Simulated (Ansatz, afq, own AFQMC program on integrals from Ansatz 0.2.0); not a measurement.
## NO, quartet: AFQMC among the cluster methods

```xyz
2

N     0.0000    0.0000    0.0000
O     0.0000    0.0000    1.0980
```

Basis 6-31G. Only valence electrons are correlated. AFQMC by an in-house program on the Cholesky factors that Ansatz 0.2.0 writes for its CCSD(T) run. The CISD trial takes its coefficients from CCSD amplitudes. Released means that phaseless walkers are propagated on without the constraint, phases kept. Free AFQMC starts from the CCSD state and is never constrained. Its projection time is finite, and what remains of the start isn't in its error. Error bars are statistical, one sigma.

Determinant: UHF, the one that the program's search chose, which needn't be the lowest solution. The geometry is a point of a scan.

Full CI on the same integrals is exact in this basis and with this determinant's frozen core.

Cautions: lower spins were not checked; the released energies have errors that jump between times, so the bars are unsure, so no released level is given (meV from the phaseless value at times in 1/Eh: -19 ± 4 at 0.24, 58 ± 90 at 0.51, -47 ± 7 at 0.99, -55 ± 6 at 1.62, -43 ± 8 at 2.40).

- T1 diagnostic: 0.0234
- weight of the determinant in the CISD state: 0.928
- ⟨S²⟩ of the determinant: 3.773
- size of the correlated space: 11 electrons in 16 orbitals

```
  level  correlation energy (eV)
    MP2                  -4.4652
   CCSD                  -4.7320
CCSD(T)                  -4.8231
```

Question: Estimate where phaseless AFQMC with a CISD trial lies against CCSD(T) on the same integrals.

Answer: 1.14 ± 0.16 mEh above CCSD(T).

Reference: full CI, correlation energy -4.854 eV.

```tsv
level	E − E(reference) (mEh)	share of correlation (%)
CCSD(T)	1.12	99.37
CCSDT	0.69	99.62
CCSDT(Q)	-0.01	100.01
CCSDTQ	0.04	99.98
ph-AFQMC/HF	6.64 ± 0.97	96.28
ph-AFQMC/CISD	2.26 ± 0.16	98.73
free AFQMC	0.05 ± 0.09	99.97
```

CCSDT and higher add their correlation energy to the determinant of the CCSD(T) run, since their own runs factorise the integrals more tightly (a shift of under 2 meV). Free projections are given only where their last times agree within the noise and don't stop above the reference; a slow remainder of the start can still hide under it. A walk keeps the symmetry of its determinant, which the program's search chose and which needn't be the lowest solution, so a lower state of the same spin and another symmetry isn't excluded.
